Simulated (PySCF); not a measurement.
**Reproducing measurements on 1-hexyne**

**Experimental background.**

NIST CCCBDB Release 22 (SRD 101), experimental polarizabilities lists, for the gas: mean polarisability 10.9 Å³.

How close the calculation comes is told at the end.

Species: 1-hexyne, C6H10.
Atom-mapped SMILES: `[CH:1]#[C:2][CH2:3][CH2:4][CH2:5][CH3:6]` (hydrogens: H7 on C1; H8, H9 on C3; H10, H11 on C4; H12, H13 on C5; H14, H15, H16 on C6)

Cartesian coordinates in Å at the PBE0-D3(BJ)/def2-SVP level; atoms count from 1:
```
atom  x, y, z in Å
C1     3.5089    0.9988   -0.0988
C2     2.5330    0.2880   -0.0030
C3     1.3409   -0.5420    0.1108
C4     0.0340    0.2489    0.0209
C5    -1.1989   -0.6346    0.1440
C6    -2.5023    0.1428    0.0585
H7     4.3759    1.6268   -0.1832
H8     1.3765   -1.0925    1.0675
H9     1.3630   -1.3127   -0.6798
H10    0.0097    0.7967   -0.9364
H11    0.0247    1.0190    0.8110
H12   -1.1734   -1.4057   -0.6464
H13   -1.1566   -1.1861    1.1001
H14   -2.5722    0.8945    0.8611
H15   -2.5857    0.6784   -0.9006
H16   -3.3763   -0.5199    0.1465
```

The PySCF runs (gas phase, on this PBE0-D3(BJ)/def2-SVP geometry; no spin–orbit coupling):

```
              level                                                                            job  basis functions
  wB97X-D/def2-SVPD  10 singlets by full TDDFT, 4 Tamm–Dancoff triplets, polarisability, ΔSCF ions              200
    B3LYP/def2-SVPD  10 singlets by full TDDFT, 4 Tamm–Dancoff triplets, polarisability, ΔSCF ions              200
BHandHLYP/def2-SVPD  10 singlets by full TDDFT, 4 Tamm–Dancoff triplets, polarisability, ΔSCF ions              200
       HF/def2-SVPD        10 singlets by TDHF, 4 Tamm–Dancoff triplets, polarisability, ΔSCF ions              200
      LDA/def2-SVPD  10 singlets by full TDDFT, 4 Tamm–Dancoff triplets, polarisability, ΔSCF ions              200
      PBE/def2-SVPD  10 singlets by full TDDFT, 4 Tamm–Dancoff triplets, polarisability, ΔSCF ions              200
     PBE0/def2-SVPD  10 singlets by full TDDFT, 4 Tamm–Dancoff triplets, polarisability, ΔSCF ions              200
       PBE0/6-31+G*             10 singlets by full TDDFT, 4 Tamm–Dancoff triplets, polarisability              128
   PBE0/aug-cc-pVDZ             10 singlets by full TDDFT, 4 Tamm–Dancoff triplets, polarisability              228
```

All basis functions are spherical.

## Comparison

**Mean polarisability.** Measured: 10.9 Å³ (NIST CCCBDB Release 22 (SRD 101), experimental polarizabilities).

| level | computed (Å³) | computed − measured (Å³) | % (from the printed values) |
| --- | --- | --- | --- |
| wB97X-D/def2-SVPD | 10.82 | -0.08 | -1 |
| B3LYP/def2-SVPD | 10.96 | +0.06 | +1 |
| BHandHLYP/def2-SVPD | 10.62 | -0.28 | -3 |
| HF/def2-SVPD | 10.32 | -0.58 | -5 |
| LDA/def2-SVPD | 11.41 | +0.51 | +5 |
| PBE/def2-SVPD | 11.24 | +0.34 | +3 |
| PBE0/def2-SVPD | 10.85 | -0.05 | 0 |
| PBE0/6-31+G* | 10.08 | -0.82 | -8 |
| PBE0/aug-cc-pVDZ | 11.16 | +0.26 | +2 |

Closest is PBE0/def2-SVPD (-0.05 Å³), furthest PBE0/6-31+G* (-0.82 Å³); one molecule doesn't rank methods. The computed values are static and purely electronic, with core orbitals frozen in the response (1 au = 0.148185 Å³). The table of measured values doesn't say here whether a value is static or optical, or holds a vibrational part. The measurement averages over conformers, the calculation has one.

The geometry is computed, not the measured one. Where a level misses, the cause wasn't examined.
